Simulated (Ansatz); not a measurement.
# Where CCSD(T) holds and where it slips

Each species is computed at the geometry given (Å), with frozen cores, in Ansatz 0.2.0: RHF-CCSD(T) for singlets, UHF-CCSD(T) otherwise, and full CI in the same basis. The program picks the determinant by a search with trial CCSD, so it needn't be the lowest Hartree–Fock solution. States: CF⁺ quintet Π, BSi⁺ quintet Σ⁻ or Δ, PH triplet Σ⁻ or Δ. Cases whose determinant has another symmetry than full CI's state, or lies over 0.5 eV above the lowest of its kind, whose (Q) step broke down or whose higher cluster runs on it stay over 0.1 eV above full CI weren't drawn.

Question: Judging by size, spin and bonding and the diagnostics given, rank them by the size of CCSD(T)'s error in total energy against full CI in the same basis, smallest first (an estimate).
A. CF⁺, quintet, 6-31G: C 0.000 0.000 0.000; F 0.000 0.000 1.207. T1 0.008, (T) -29 meV in a correlation energy of -2.78 eV
B. BSi⁺, quintet, cc-pVDZ: Si 0.000 0.000 0.000; B 0.000 0.000 2.095. T1 0.082, (T) -184 meV in a correlation energy of -3.08 eV
C. PH, triplet, aug-cc-pVDZ: P 0.000 0.000 0.000; H 0.000 0.000 1.559. T1 0.017, (T) -77 meV in a correlation energy of -3.13 eV

Answer: A (5.0 meV), C (22.6 meV), B (75.8 meV).

```tsv
species	basis	correlated electrons	CCSD(T) − full CI (meV)	CCSDT(Q) − full CI (meV)	unpaired electrons (full CI)	T1	⟨S²⟩ of the determinant
CF⁺, quintet	6-31G	10	5.0	-1.5	4.01	0.008	6.00
PH, triplet	aug-cc-pVDZ	6	22.6	0.3	2.04	0.017	2.02
BSi⁺, quintet	cc-pVDZ	6	75.8	1.9	4.06	0.082	6.00
```

Unpaired electrons are Σ n²(2−n)² over natural occupations; an open shell counts its own unpaired electrons too. Frozen cores follow each run's orbitals, which moves totals by a few meV.
